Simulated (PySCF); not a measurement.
Gas-phase reaction: BCl2OH + HCl + BCl = 2 BCl2 + H2O, at 2000 K and a standard pressure of 1 bar. Level: LDA/def2-TZVP†.

Energies from PySCF, thermal terms from the rigid-rotor harmonic-oscillator model, ideal gas at 1 bar. † marks an energy on the PBE0/def2-TZVP geometry and frequencies. Open shells (unrestricted): BCl2 (multiplicity 2); the rest are closed-shell singlets. BCl2OH: computed as isolated molecules; such fragments, hydroxides, amides, oligomers or adducts are transient or little studied in the gas. The harmonic model lacks anharmonicity and excited electronic states, which grow with temperature; levels with a mode under 35 cm⁻¹ are left out. Internal rotation in BCl2OH is treated as a harmonic vibration of one conformer, which makes the entropy rough.

| species | E (Ha) | H(2000 K) − E (kJ/mol) | S°(2000 K) (J/mol/K) |
|---|---|---|---|
| BCl2OH | -1017.51933 | 229.3 | 463.0 |
| HCl | -459.31860 | 80.8 | 245.6 |
| BCl | -483.23265 | 75.3 | 280.4 |
| BCl2 | -942.04675 | 117.5 | 372.3 |
| H2O | -75.90103 | 137.7 | 263.5 |
E: electronic energy; H − E holds the zero-point and thermal terms. 1 Ha = 2625.5 kJ/mol.

### Question
Work out ΔH°, ΔS°, ΔG° and log10 K from these numbers.

### Answer
1. ΔE = 2×(-942.04675) + 1×(-75.90103) − 1×(-1017.51933) − 1×(-459.31860) − 1×(-483.23265) = 0.07605 Ha = 199.7 kJ.
2. Δ(H − E) = 2×(117.5) + 1×(137.7) − 1×(229.3) − 1×(80.8) − 1×(75.3) = -12.7 kJ, so ΔH° = 187.0 kJ.
3. ΔS° = 2×(372.3) + 1×(263.5) − 1×(463.0) − 1×(245.6) − 1×(280.4) = 19.1 J/K; the number of gas molecules stays the same.
4. ΔG° = ΔH° − TΔS° = 187.0 − 2000×(19.1)/1000 = 148.8 kJ.
5. log10 K = −ΔG°/(RT ln 10) = -3.89, with RT ln 10 = 38.29 kJ/mol; at standard pressures the reactants are favoured.
6. A shift of 10 kJ in ΔE would move log10 K by 0.26 here.
For scale, ΔH°(298 K) is 202 kJ at this level, 238 kJ at ωB97M-V/def2-TZVP†, and runs from 154 to 238 kJ over the 20 levels computed.
